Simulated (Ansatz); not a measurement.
Input file:

```yaml
crystal:
  periodic: [false, false, false]
  atoms:
    - {symbol: P, position_ang: [0.056991, 0.056653, -0.056837]}
    - {symbol: H, position_ang: [0.864164, 0.866936, 0.751664]}
    - {symbol: H, position_ang: [-2.733262, -2.717081, 2.725904]}
    - {symbol: H, position_ang: [-0.749332, 0.863671, -0.869441]}
    - {symbol: H, position_ang: [0.867120, -0.754470, -0.861530]}
basis:
  gaussian: {orbitals: 6-31G}
total_charge: 1
correlation: {method: fci, electrons: outside_noble_gas}
```

```sh
$ ansatz run in.yaml --threads 1 --pin off --events-out ev --progress --plain --max-ram 2393MiB
```

Log:

```
429 factors; integrals over basis functions are off by at most 5.6e-8 eV
mean field evaluation 1: about -9315.9290 eV, gradient 1.7e1 eV
mean field evaluation 2: about -9315.9334 eV, gradient 1.7e1 eV
mean field evaluation 4: about -9316.8854 eV, gradient 7.1e0 eV
mean field evaluation 8: about -9318.0538 eV, gradient 3.5e-1 eV
mean field -9318.05360316 eV, -342.4321539125 hartree, gradient 1.6e-6 eV, S^2 0.000000; 0 other end points of the search recorded, 0 dependent functions left out; unrestricted orbitals would lower it
mean field evaluation 16: about -9319.1107 eV, gradient 6.6e0 eV
unrestricted determinant -9322.00597070 eV, -342.5774007406 hartree, S^2 1.0057
5 core orbitals not correlated: weight in the atoms' cores, before any rotation towards them, 1.000 or more for the frozen orbitals, at most 0.000 for the correlated occupied ones
reference -9318.05360316 eV, -342.4321539125 hartree; 4, 4 occupied and 12, 12 virtual orbitals, 429 factors
state -9323.97643834 eV, -342.6498140907 hartree
Total energy: -9323.97643834 eV, -342.6498140907 hartree
```

Natural occupations: 1.9794 1.9629 1.9629 1.0327 0.9648 0.0286 0.0270 0.0270 0.0036 0.0033 0.0033 0.0024 0.0007 0.0007 0.0007 0.0000.

Ran on 1 thread of Arm Neoverse V1, shared host: 4.9 s wall, 0.21 GiB peak host memory.
